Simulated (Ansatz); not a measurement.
Two structures of SiNH8F, singlet, reached by relaxing down either side of one saddle point (PBE0-D4/def2-TZVP). Energies are electronic, without zero-point energy. Program: Ansatz 0.2.0. Basis: def2-TZVPP and def2-QZVPP. Cores are frozen in the correlated methods. Extrapolation: Hartree–Fock as exp(−7.88 √X), correlation as X^−2.97. First:

Si1  (-0.585, -0.866, -1.809)
H2  (0.370, -1.995, -1.753)
H3  (-0.986, -0.650, -3.228)
H4  (0.060, 0.390, -1.343)
H5  (-1.808, -1.138, -1.017)
H6  (0.313, 1.440, 2.609)
N7  (0.557, 1.207, 1.654)
H8  (0.365, -0.359, 1.307)
F9  (0.237, -1.283, 1.047)
H10  (-0.036, 1.752, 1.039)
H11  (1.513, 1.500, 1.496)
(Å)

Second:

Si1  (-0.444, 0.581, -1.104)
H2  (-0.040, -3.142, 0.031)
H3  (0.628, -0.260, -1.685)
H4  (-0.836, 1.622, -2.093)
H5  (-1.635, -0.223, -0.749)
H6  (0.580, -0.008, 1.423)
N7  (0.185, 1.255, 0.390)
H8  (0.189, -2.683, 0.576)
F9  (0.799, -0.741, 1.999)
H10  (-0.471, 1.817, 0.918)
H11  (1.045, 1.782, 0.295)
(Å)

(1) Which bonds change from the first to the second?

(2) Give the saddle point's structure and its height above each. (To be estimated.)

The T1 diagnostic stays at or below 0.012.

Results:

(1) SiH₄ + NH₃ + HF → SiNH₅ ([NH2][SiH3]) + HF + H₂; bonds formed: Si1–N7, H2–H8, H6–F9; bonds broken: Si1–H2, H6–N7, H8–F9.

(2) The calculation gives: 1.635 eV above the first and 1.686 eV above the second (CCSD(T) at an estimated basis limit (MP2 extrapolated from triple and quadruple zeta, plus CCSD(T) − MP2 in triple zeta)).
| atom | x (Å) | y (Å) | z (Å) |
| --- | --- | --- | --- |
| Si1 | -0.4497 | 0.0379 | -1.0059 |
| H2 | 0.2069 | -1.4974 | -0.1640 |
| H3 | 0.4380 | -0.4700 | -2.0791 |
| H4 | -0.8421 | 1.3909 | -1.5661 |
| H5 | -1.7668 | -0.5838 | -0.7494 |
| H6 | 0.3239 | 0.1407 | 1.3160 |
| N7 | 0.3727 | 0.8411 | 0.4892 |
| H8 | 0.1993 | -1.4652 | 0.8040 |
| F9 | 0.2274 | -1.1457 | 1.9556 |
| H10 | -0.0643 | 1.7322 | 0.7044 |
| H11 | 1.3547 | 1.0194 | 0.2951 |

Labels in which every atom is bracketed show which atoms are joined, not bond orders.

For scale, one of the runs: CCSD(T)/def2-TZVPP, 216 basis functions, launched by `ansatz run in.yaml --threads 4 --pin off --events-out ev --progress --plain --max-ram 9574MiB`. The run took 40 s on 4 CPU threads of an Arm Neoverse V2 (shared host), with 3.2 GiB of host memory at its peak.
